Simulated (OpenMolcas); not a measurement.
**BPH4 (SMILES BP): methods side by side**

The species is BPH4 (6 atoms), meant as a singlet with charge 0. As SMILES, `BP`. Geometry: relaxed at GFN2-xTB.

| atom | x (Å) | y (Å) | z (Å) |
| --- | --- | --- | --- |
| B | 0.0027 | -0.8680 | 0.1189 |
| P | 0.3787 | 0.9288 | 0.2596 |
| H | -0.7775 | -1.3512 | 0.8429 |
| H | 0.6592 | -1.5409 | -0.5759 |
| H | 0.5991 | 1.3191 | -1.0437 |
| H | -0.8623 | 1.5122 | 0.3982 |

Each level gives the energy change with the B1–H3 bond stretched from 1.169 to 2.338 Å (eV). The values are calculated.

```csv
level,kind,program,value (eV),less FCI/STO-3G,CPU time (all runs)
HF/STO-3G (restricted),Hartree–Fock,OpenMolcas,7.18,+2.47,3 s
SVWN5/STO-3G (restricted),LDA,OpenMolcas,5.43,+0.72,9.3 s
PBE/STO-3G (restricted),GGA,OpenMolcas,5.23,+0.52,10 s
r2SCAN/STO-3G (restricted),meta-GGA,OpenMolcas,5.57,+0.86,12 s
PBE0/STO-3G (restricted),global hybrid,OpenMolcas,5.82,+1.11,9.8 s
B2PLYP/STO-3G (restricted),double hybrid,OpenMolcas,5.70,+0.99,8.9 s
MP2/STO-3G (restricted),perturbation theory,OpenMolcas,5.80,+1.09,3.2 s
"CASSCF(2,2)/STO-3G",multireference,OpenMolcas,4.67,-0.04,3.4 s
CCSD(T)/STO-3G (restricted),coupled cluster or CI,OpenMolcas,4.72,+0.01,4.2 s
FCI/STO-3G,exact in the basis,OpenMolcas,4.71,0.00,2 min
```

FCI/STO-3G is exact within its basis and frozen core, so for wave-function methods in that basis the difference is their error; functionals converge differently with the basis, so for them it is only a difference. Spin-restricted single references rise too steeply as a bond breaks, Hartree–Fock most of all. Perturbation and coupled-cluster corrections on them can overshoot downwards. The first shape isn't each level's own minimum. The values span 4.67 to 7.18 eV. All rows use very small basis sets, so even the best lies far from the true value. CPU times are rough (shared hosts, several kinds of processor): they show what a rung costs within a factor of a few.
